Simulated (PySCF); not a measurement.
Partial charges of CH4

CH4.
Geometry (GFN2-xTB, Å), atoms numbered from 1 in this order:
```
atom  x, y, z in Å
C1     0.0017    0.0006   -0.0035
H2     0.9054   -0.5948   -0.0169
H3     0.2007    0.9684   -0.4449
H4    -0.3289    0.1314    1.0186
H5    -0.7703   -0.5027   -0.5706
```

Density: PBE0/pcSseg-1 (PySCF); schemes: Mulliken, IAO, Hirshfeld and ESP-fitted. Isolated species at its GFN2-xTB geometry, gas phase.

Q: Atoms with like bonding are taken together and averaged. Which atoms carry the lowest charge in the Mulliken, IAO, Hirshfeld and ESP-fitted schemes?

A: All schemes agree: Mulliken C1 (-0.428); IAO C1 (-0.597); Hirshfeld C1 (-0.173); ESP-fitted C1 (-0.601).

Q: At which atom do the 4 schemes differ most?

A: At C1: from -0.601 (ESP-fitted) to -0.173 e (Hirshfeld), 0.428 e apart.

Q: Do the Mulliken, IAO, Hirshfeld and ESP-fitted schemes agree on where the charge is highest?

A: All schemes agree: Mulliken H2/H3/H4/H5 (+0.107); IAO H2/H3/H4/H5 (+0.149); Hirshfeld H2/H3/H4/H5 (+0.043); ESP-fitted H2/H3/H4/H5 (+0.150).

Q: Tabulate the Mulliken, IAO, Hirshfeld and ESP-fitted charges.

A: In e; atoms taken as equivalent share a row and are averaged (×n: the atom named and its like, n in all):

| atom | environment | Mulliken | IAO | Hirshfeld | ESP-fitted |
| --- | --- | --- | --- | --- | --- |
| C1 | methane carbon | -0.428 | -0.597 | -0.173 | -0.601 |
| H2/H3/H4/H5 | hydrogen on C1 | +0.107 | +0.149 | +0.043 | +0.150 |

Mean size of the charges over all atoms: ESP-fitted 0.240 e, IAO 0.239 e, Mulliken 0.171 e, Hirshfeld 0.069 e. Each set sums to the total charge, 0, to within 0.001 e. The ESP scheme is a least-squares fit of atom-centred charges to the potential on four shells outside the van der Waals surface, with the total charge fixed. The IAO scheme counts the electrons in orthogonalised intrinsic atomic orbitals, a minimal basis polarised so that it spans the occupied orbitals exactly.

Q: Sum the charges by element, for elements with more than one atom.

A: 
```json
{"element": "H", "atoms": "4", "Mulliken": "+0.428", "IAO": "+0.597", "Hirshfeld": "+0.173", "ESP-fitted": "+0.601"}
```

Q: How many electrons does the ESP-fitted scheme count on C1?

A: Z − q = 6 − (-0.601) = 6.601.
